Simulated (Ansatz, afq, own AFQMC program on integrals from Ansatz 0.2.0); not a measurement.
## ZrCl, quartet in def2-SVP, levels against CCSDT(Q)

| atom | x (Å) | y (Å) | z (Å) |
| --- | --- | --- | --- |
| Zr | 0.0000 | 0.0000 | 0.0000 |
| Cl | 0.0000 | 0.0000 | 2.3446 |

Basis def2-SVP with its core potentials. Only valence electrons are correlated. Integrals, coupled cluster, full CI and functionals: Ansatz 0.2.0; the random walks run on the same integrals in our own AFQMC program. ph-AFQMC/CISD is guided by a CISD state made of CCSD amplitudes; releasing the constraint for a short imaginary time cuts its bias at the price of noise, slowly where states lie close. Error bars are statistical, one sigma. No spin–orbit coupling. The metal's outer-core s and p shells are frozen, which shifts wave-function levels against functionals.

Determinant: UHF, the one that the program's search chose, which needn't be the lowest solution. The geometry is a PBE0/def2-TZVP stationary point of this or a neighbouring charge and spin state.

No full CI on the walks' own integrals is used here; CCSDT(Q) serves as the reference and is uncertain by about the last step of the cluster series.

Cautions: no spin-orbit coupling; outer-core shells of the metal frozen; lower spins were not checked.

* T1 diagnostic: 0.0268
* weight of the determinant in the CISD state: 0.907
* ⟨S²⟩ of the determinant: 3.757
* size of the correlated space: 11 electrons in 40 orbitals

Reference: CCSDT(Q), correlation energy -5.077 eV. The released energy is read at 4.20 1/Eh (meV from the phaseless value at times in 1/Eh: -3.2 ± 2.4 at 0.60, -7.8 ± 2.3 at 1.20, -12 ± 3 at 2.00, -12 ± 5 at 3.00, -12 ± 5 at 4.20).

```csv
level,E − E(reference) (kJ/mol),share of correlation (%)
HF,489.8,0.00
MP2,58.7,88.02
CCSD,14.4,97.06
CCSD(T),2.5,99.50
CCSDT,1.0,99.79
ph-AFQMC/HF,1.3 ± 2.3,99.74
ph-AFQMC/CISD,1.2 ± 0.2,99.76
released AFQMC,0.0 ± 0.5,100.00
```

Released energies are given only where the last usable release times agree within the noise; a slower fall can still hide under it.
